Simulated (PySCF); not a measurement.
Compound: C5H9F.
Numbering: `[CH3:1][C:2]([CH3:3])=[C:4]([CH3:5])[F:6]` (hydrogens: H7, H8, H9 on C1; H10, H11, H12 on C3; H13, H14, H15 on C5)

The same species was optimised twice, with GFN2-xTB and with PBE0-D3(BJ)/def2-SVP (PySCF), and the same property calculations (PySCF, gas phase) were run on both structures.

```tsv
coordinate	GFN2-xTB	PBE0-D3(BJ)/def2-SVP	change
C4–F6 (Å)	1.367	1.351	-0.016
C2=C4 (Å)	1.327	1.340	+0.013
C4–C5 (Å)	1.493	1.486	-0.007
C2–C3 (Å)	1.500	1.498	-0.002
C1–C2 (Å)	1.500	1.499	-0.001
C1–C2–C4 (°)	122.2	120.9	-1.3
C1–C2–C3 (°)	115.1	115.8	+0.7
C5–C4–F6 (°)	111.4	110.7	-0.7
C3–C2–C4 (°)	122.7	123.3	+0.6
C2–C4–C5 (°)	129.9	130.4	+0.5
C2–C4–F6 (°)	118.7	118.9	+0.2
```

Rotational constants: A = 4642, B = 3114, C = 1931 MHz (GFN2-xTB) against A = 4669, B = 3091, C = 1927 MHz (PBE0-D3(BJ)/def2-SVP). Atoms that the bonding makes alike are paired by their places after alignment.

On the GFN2-xTB structure: lowest singlet, TDDFT (eV) 6.27 [CAM-B3LYP/def2-SVPD]; lowest triplet, Tamm–Dancoff (eV) 4.34 [CAM-B3LYP/def2-SVPD]; isotropic polarisability (au) 63.2 [CAM-B3LYP/def2-SVPD]; HOMO (eV) -7.96 [CAM-B3LYP/def2-SVPD]; LUMO (eV) 1.24 [CAM-B3LYP/def2-SVPD]; dipole (D) 1.80 [CAM-B3LYP/def2-SVPD]; HOMO (eV) -6.56 [PBE0/pcSseg-1]; LUMO (eV) 0.90 [PBE0/pcSseg-1]; dipole (D) 1.72 [PBE0/pcSseg-1]; GIAO shielding of C1 (ppm) 168.9 [PBE0/pcSseg-1]; GIAO shielding of C2 (ppm) 72.1 [PBE0/pcSseg-1]; GIAO shielding of C3 (ppm) 167.2 [PBE0/pcSseg-1]; GIAO shielding of C4 (ppm) 26.6 [PBE0/pcSseg-1]; GIAO shielding of C5 (ppm) 169.8 [PBE0/pcSseg-1]; GIAO shielding of F6 (ppm) 274.0 [PBE0/pcSseg-1].

Q: What do these properties become on the PBE0-D3(BJ)/def2-SVP structure?

A: 
```
                                    property                level  on GFN2-xTB  on PBE0-D3(BJ)/def2-SVP  change
                  lowest singlet, TDDFT (eV)  CAM-B3LYP/def2-SVPD         6.27                     6.25   -0.02
           lowest triplet, Tamm–Dancoff (eV)  CAM-B3LYP/def2-SVPD         4.34                     4.26   -0.08
               isotropic polarisability (au)  CAM-B3LYP/def2-SVPD         63.2                     64.6    +1.4
                                   HOMO (eV)  CAM-B3LYP/def2-SVPD        -7.96                    -7.91   +0.05
                                   LUMO (eV)  CAM-B3LYP/def2-SVPD         1.24                     1.24    0.00
                                  dipole (D)  CAM-B3LYP/def2-SVPD         1.80                     1.69   -0.11
energy, GFN2-xTB geometry as zero (kcal/mol)  CAM-B3LYP/def2-SVPD          0.0                     -1.2    -1.2
                                   HOMO (eV)        PBE0/pcSseg-1        -6.56                    -6.53   +0.03
                                   LUMO (eV)        PBE0/pcSseg-1         0.90                     0.85   -0.05
                                  dipole (D)        PBE0/pcSseg-1         1.72                     1.58   -0.14
energy, GFN2-xTB geometry as zero (kcal/mol)        PBE0/pcSseg-1          0.0                     -1.0    -1.0
                  GIAO shielding of C1 (ppm)        PBE0/pcSseg-1        168.9                    167.8    -1.1
                  GIAO shielding of C2 (ppm)        PBE0/pcSseg-1         72.1                     71.2    -0.9
                  GIAO shielding of C3 (ppm)        PBE0/pcSseg-1        167.2                    164.5    -2.7
                  GIAO shielding of C4 (ppm)        PBE0/pcSseg-1         26.6                     26.2    -0.4
                  GIAO shielding of C5 (ppm)        PBE0/pcSseg-1        169.8                    169.1    -0.7
                  GIAO shielding of F6 (ppm)        PBE0/pcSseg-1        274.0                    279.5    +5.5
```

The heavy atoms differ by 0.016 Å rms after alignment. Among the bonds compared C4–F6 changes most (-0.016 Å). Changes are differences of the printed values. Neither structure is proved a minimum here.
